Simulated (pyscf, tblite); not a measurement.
PH₂• (SMILES [PH2]) + H₃Si–SiH₃ (SMILES [SiH3][SiH3]) -> PH₃ (SMILES P) + •H₂Si–SiH₃ (SMILES [SiH2][SiH3]): energy along the mass-weighted descent from the GFN2-xTB with spin polarisation saddle (tblite), relative to the relaxed reactant side, a complex of the molecules.

(s (amu^1/2 bohr), E (kcal/mol)): (-14.4, 0.9); (-11.5, 1.0); (-8.64, 1.3); (-5.76, 1.7); (-2.88, 2.3); (0.000, 9.1); (0.898, 8.0); (1.39, 7.7); (1.83, 7.4); (2.24, 7.2); (2.56, 7.1)

Question: The GFN2-xTB with spin polarisation barrier from the reactant side is 38.3 kJ/mol. What does ωB97X-D3(BJ) (PySCF) give from its own reactant-side minimum, in def2-SVP and in def2-TZVP?

Answer: 45.5 kJ/mol in the double-zeta basis after reoptimising the saddle, and 45.4 kJ/mol in the triple-zeta single point, so the tight-binding barrier lies 7.1 kJ/mol under the latter. The imaginary mode goes from 936i to 1345i cm⁻¹.
